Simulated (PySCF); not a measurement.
# Frontier orbitals and the lowest excitations

Ethyl propyl ether, C₅H₁₂O.
SMILES with atom numbers: `[CH3:1][CH2:2][CH2:3][O:4][CH2:5][CH3:6]` (hydrogens: H7, H8, H9 on C1; H10, H11 on C2; H12, H13 on C3; H14, H15 on C5; H16, H17, H18 on C6)

Cartesian coordinates in Å at the PBE0-D3(BJ)/def2-SVP level; atoms count from 1:
```
atom  x, y, z in Å
C1    -2.9455   -0.4467   -0.4294
C2    -1.7332    0.3554    0.0114
C3    -0.4292   -0.3824   -0.2013
O4     0.6299    0.4196    0.2277
C5     1.8862   -0.1738    0.0811
C6     2.9430    0.7768    0.5897
H7    -2.8936   -0.7017   -1.5003
H8    -3.8772    0.1156   -0.2699
H9    -3.0307   -1.3922    0.1306
H10   -1.8090    0.6185    1.0795
H11   -1.6805    1.3111   -0.5360
H12   -0.3102   -0.6450   -1.2754
H13   -0.4399   -1.3457    0.3540
H14    1.9283   -1.1339    0.6386
H15    2.0732   -0.4259   -0.9849
H16    2.9173    1.7194    0.0232
H17    3.9456    0.3356    0.4891
H18    2.7692    1.0124    1.6501
```

Method used: TDDFT CAM-B3LYP/def2-SVPD, vertical, gas phase, core orbitals frozen in the response in PySCF.

Frontier orbitals with the atoms that hold most of them (Löwdin shares over 4%, at most four atoms; ? is withheld):

```csv
orbital,ε (eV),atoms
HOMO-3,-11.04,"C5 14%, C6 14%, C3 14%, C2 13%"
HOMO-2,-10.65,"C2 25%, C1 12%, H11 10%, H10 10%"
HOMO-1,-10.42,?
HOMO,?,"O4 56%, C5 11%, C3 10%, H15 5%"
LUMO,1.43,?
LUMO+1,1.68,"C1 17%, C6 16%, C5 9%, H17 8%"
LUMO+2,2.13,"C6 12%, O4 10%, H12 7%, H13 7%"
```

Problem. Give the leading atoms of the LUMO.

Solution. C1 (bonded to C and 3 H) 13%; C3 (bonded to C, O and 2 H) 12%; C5 (bonded to C, O and 2 H) 12%; C6 (bonded to C and 3 H) 8%.

Problem. Which atoms hold the HOMO-1, and with what shares?

Solution. O4 (bonded to 2 C) 42%; C3 (bonded to C, O and 2 H) 16%; C2 (bonded to 2 C and 2 H) 11%; C5 (bonded to C, O and 2 H) 9%. By element: oxygen 42%, carbon 35% or more.

Problem. What is the HOMO energy, and the HOMO–LUMO gap?

Solution. ε(HOMO) = -8.82 eV; the gap is 10.25 eV (0.3767 hartree).

Problem. How does S1 compare with the orbital gap of 10.25 eV?

Solution. S1 is at 7.17 eV (f = 0.029), 3.08 eV below the gap, made of HOMO→LUMO (77%), HOMO→LUMO+1 (9%). Without the coupling terms of the response equations the lowest excitation would equal the gap.

Problem. Give energy, strength and leading configuration of S1, S2 and S6, and follow the Löwdin shares of the leading atoms from the occupied to the empty orbital.

Solution. 
- S1 (7.17 eV, f 0.029), HOMO→LUMO (77%): O4 56% → at most 8%, C5 11% → 12%, C1 at most 5% → 13%, C3 10% → 12%
- S2 (7.96 eV, f 0.0011), HOMO→LUMO+1 (78%): O4 56% → at most 9%, C5 11% → 9%, C1 at most 5% → 17%, C6 at most 5% → 16%
- S6 (8.97 eV, f 0.021), HOMO-1→LUMO (82%): O4 42% → at most 8%, C3 16% → 12%, C1 at most 10% → 13%

One conformer stands for the species.
